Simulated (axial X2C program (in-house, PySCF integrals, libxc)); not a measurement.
Worked dissociation energy of BCl: CCSD, without spin–orbit coupling

Computed with an in-house all-electron X2C program for linear molecules (integrals from PySCF). Spin-free means the one-electron spin-free X2C Hamiltonian. Basis: Cl dyall-av3z [9s8p3d2f], B dyall-v3z [7s6p2d1f] (cores contracted in-house); Gaussian nuclei, density fitting, unrestricted open shells. Masses: Cl 34.969 u, B 11.009 u.

Molecular state: M_S = 0, Λ = 0 (closed shell).

Correlated methods: 10 electrons correlated (number of frozen shells: Cl 2 s, 1 p; B 1 s), 174 virtual spin orbitals or spinors in MP2, 90 natural virtuals in coupled cluster.

* E(Cl) (2M_S = 1, M_L = 0): -461.089754 hartree
* E(B) (2M_S = 1, M_L = 0): -24.605281 hartree
* E(BCl) at Re: -485.878915 hartree
* ωe: 841.2 cm⁻¹
* ωexe: 5.7 cm⁻¹

(1) Work out De and D0.

The state is a single determinant with fixed occupations, the lowest that a limited PBE0 search found. The closed shell is kept restricted, so the energy runs too high when the bond is stretched far. Dissociation energies refer to the lowest single-determinant-based atoms at the same level and basis. CCSD ran in a truncated set of natural virtual spinors with an MP2 remainder; without triples it tends to underbind.

Each atomic determinant is the lowest at this level and need not be a pure term. Totals compare only within one Hamiltonian and basis.

## Answers

(1) De = -461.089754 + (-24.605281) − (-485.878915) = 0.18388 hartree = 5.004 eV. The zero-point energy is ωe/2 − ωexe/4 = 419 cm⁻¹ = 0.052 eV, so D0 = 4.952 eV.
